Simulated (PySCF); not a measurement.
Species: silacyclopropynylidene, C2Si (singlet state).
SMILES: `C1#C[Si]1`

The closed-shell ground state was solved at several levels (PySCF, density fitting, gas phase, non-relativistic). Isolated species at its PBE0-D3(BJ)/def2-SVP geometry, gas phase.

```csv
level,basis functions,HOMO (eV),LUMO (eV),gap (eV),dipole (D)
PBE0/pcSseg-1,58,-7.55,-3.43,4.12,2.36
B3LYP/def2-SVPD,64,-7.38,-3.55,3.83,2.42
```

Problem. Estimate the row for HF/pcSseg-2, a basis of 115 functions; the other rows only guide the guess.

Solution. HOMO -10.70 eV, LUMO -0.08 eV, gap 10.62 eV, dipole 2.84 D.

Problem. Over all these levels, which gives the widest orbital gap and which the narrowest?

Solution. HF/pcSseg-2 (Hartree–Fock, all exact exchange) has the widest, 10.62 eV, and B3LYP/def2-SVPD (global hybrid, 20 % exact exchange) the narrowest, 3.83 eV. Functional and basis both differ between the two, so the spread mixes both effects. The HOMO need not be the same orbital at Hartree–Fock and at DFT levels.

Problem. How far do the dipole and the HOMO energy spread over the levels?

Solution. The dipole runs from 2.36 to 2.84 D (mean 2.54 D) and the HOMO from -10.70 to -7.38 eV.
